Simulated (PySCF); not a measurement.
2-propynal, C3H2O, SMILES C#CC=O, point group Cs.

Force field and properties: PBE0/pcSseg-1 (PySCF, grid level 2). Vibrational terms come from second-order perturbation theory with semi-diagonal cubic constants, by steps of ±0.6 along the normal coordinates of each isotopologue. The parent has the commonest isotopes.

Equilibrium geometry (Å):

```csv
atom,x,y,z
C1,0.8471,1.1158,-0.5039
C2,0.1992,0.2276,-0.0138
C3,-0.6101,-0.8089,0.5876
O4,-0.3043,-1.9738,0.5992
H5,1.4332,1.8931,-0.9433
H6,-1.5526,-0.4459,1.0470
```

(1) Give the equilibrium and ground-state rotational constants (MHz) of parent; ²H at 6; ²H at 5; ¹⁸O at 4, ²H at 6; ¹³C at 1; ¹⁸O at 4; ²H at 5, ²H at 6.

(2) How is the parent's vibrational correction B0 − Be made up?

(3) And its quartic centrifugal distortion constants from the harmonic force field?

A mode lies under 250 cm⁻¹, where this perturbation treatment is rough.

## Answers

(1) 
```
          species     Ae      Be      Ce     A0      B0      C0  Δ0 (u Å²)  harmonic ZPE (cm⁻¹)
           parent  67714  4854.9  4530.1  68602    4838  4512.2      0.175                 8250
          ²H at 6  51629  4818.4  4407.1  51945  4804.4  4390.7      0.183                 7581
          ²H at 5  66393  4487.6  4203.5  67324    4473  4188.1      0.182                 7613
¹⁸O at 4, ²H at 6  50046  4612.2    4223  50372  4598.2  4207.1      0.187                 7549
         ¹³C at 1  67492  4695.4    4390  68385  4679.1  4372.8      0.176                 8215
         ¹⁸O at 4  65619  4640.2  4333.8  66506  4623.6  4316.5      0.178                 8218
 ²H at 5, ²H at 6  50909  4451.4  4093.4  51249  4439.4  4079.3      0.189                 6943
```

Δ0 = Ic − Ia − Ib from the ground-state constants.

(2) 
| axis | harmonic | Coriolis | cubic | total (MHz) |
| --- | --- | --- | --- | --- |
| a | 819 | -164 | 233 | 888 |
| b | 6.92 | -2.21 | -21.6 | -16.9 |
| c | 2.91 | -3 | -17.8 | -17.9 |

(3) Asymmetric top, A reduction, Ir representation: ΔJ = 1.87 kHz, ΔJK = -149 kHz, ΔK = 8590 kHz, δJ = 0.341 kHz, δK = 25.3 kHz.
